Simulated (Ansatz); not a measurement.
Rock-salt HfN, treated with PBEsol (PAW; Ansatz, a quantum-chemistry and plane-wave program).

Numerical settings: plane-wave cutoff 520 eV, 16×16×16 k mesh, Fermi–Dirac smearing 0.1 eV, perturbation theory, force constants from a 4×4×4 q mesh, scalar-relativistic PAW data made under PBE.

Computed at the level's own relaxed cell.

HfN is taken in the cubic space group Fm-3m (No. 225), the rock salt structure, Pearson symbol cF8. Conventional cell: a = b = c = 4.501 Å, α = β = γ = 90.00°. Hf on 4a has 6 N at 2.251 Å (octahedral). N on 4b has 6 Hf at 2.251 Å (octahedral). (Neighbours: up to the widest gap in distance over summed covalent radii, below 1.35, at either atom; cation-cation and far metal-metal contacts left out.)
(The calculation used a cell of 2 atoms; values per cell refer to that cell.)

Harmonic phonon frequencies (cm⁻¹; i marks an imaginary mode):

| q point | frequencies |
|---|---|
| Γ | ___ |

Problem. What belongs in the gaps?

Solution. 
- Γ, frequencies: 0 0 0 502 502 502
